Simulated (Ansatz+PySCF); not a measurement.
Two shapes of singlet C₂H₄.

Shape 1:

```xyz
6

C     0.0000    0.0000   -0.6653
C     0.0000    0.0000    0.5323
H     0.0000   -0.9311   -1.2403
H     0.0000    0.9311   -1.2403
H     0.0000   -0.9311    1.1073
H     0.0000    0.9311    1.1073
```

Shape 2:

```xyz
6

C     0.0000    0.0000   -0.6653
C     0.0000    0.0000    0.7318
H     0.0000   -0.9311   -1.2403
H     0.0000    0.9311   -1.2403
H     0.0000   -0.9311    1.3068
H     0.0000    0.9311    1.3068
```

Basis set: STO-3G (spherical functions). Correlated methods keep 2 orbitals frozen. Charge 0, multiplicity 1.

Computed with Ansatz (development build ahead of 0.2.0) and PySCF 2.14.0; each method stands on the lowest determinant of its kind that the runs found.

Problem. Which shape is lower in energy, and by how much in each method?

Solution.

```
           method  E(2) − E(1) (eV)
              RHF            -0.334
              UHF            -0.691
          UHF-MP2            -0.229
         UHF-CCSD            -1.013
PBE0 (restricted)            -0.651
```

Shape 2 is lower. Caution for RHF: an unrestricted determinant lies well below. Caution for UHF, UHF-MP2, UHF-CCSD: the unrestricted determinant is spin contaminated; the determinant may break the point group. Caution for UHF-MP2, UHF-CCSD: large amplitudes, a single reference is doubtful. Caution for UHF-MP2: another reference gives a lower total.
